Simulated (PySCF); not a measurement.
**Relaxation of singlet Li₂Cl⁺**

Computed with PBE0 in PySCF with Cl def2-TZVP, Li def2-TZVP; no relativity; density-fitted integrals. A (50,194) grid was used.

A hand-made bent start, of C2v symmetry, held to at least that symmetry:

```xyz
3
charge 1 multiplicity 1, angstrom
Cl    0.0000    0.0000   -0.3734
Li    1.8624    0.0000    0.9307
Li   -1.8624    0.0000    0.9307
```

Optimiser trace:
```json
{"step": "0", "E − E(last) (kJ/mol)": "27.03", "largest gradient (Eh/bohr)": "0.02028"}
{"step": "1", "E − E(last) (kJ/mol)": "19.15", "largest gradient (Eh/bohr)": "0.01575"}
{"step": "2", "E − E(last) (kJ/mol)": "6.69", "largest gradient (Eh/bohr)": "0.00442"}
{"step": "3", "E − E(last) (kJ/mol)": "3.90", "largest gradient (Eh/bohr)": "0.00287"}
{"step": "4", "E − E(last) (kJ/mol)": "1.82", "largest gradient (Eh/bohr)": "0.00217"}
{"step": "5", "E − E(last) (kJ/mol)": "0.68", "largest gradient (Eh/bohr)": "0.00113"}
{"step": "6", "E − E(last) (kJ/mol)": "0.57", "largest gradient (Eh/bohr)": "0.00199"}
{"step": "7", "E − E(last) (kJ/mol)": "0.43", "largest gradient (Eh/bohr)": "0.00174"}
{"step": "8", "E − E(last) (kJ/mol)": "0.07", "largest gradient (Eh/bohr)": "0.00025"}
{"step": "9", "E − E(last) (kJ/mol)": "0.02", "largest gradient (Eh/bohr)": "0.00044"}
{"step": "10", "E − E(last) (kJ/mol)": "0.00", "largest gradient (Eh/bohr)": "0.00005"}
```

It ends at C2v with Cl–Li 2.132 Å (×2); Li–Cl–Li 176.3°. So small a bend on a flat surface may be a leftover of loose convergence. No frequency check is given, so it may be a saddle point. Other isomers or separated fragments may lie lower.

The relaxation took of the order of 11 core-seconds on a shared host.
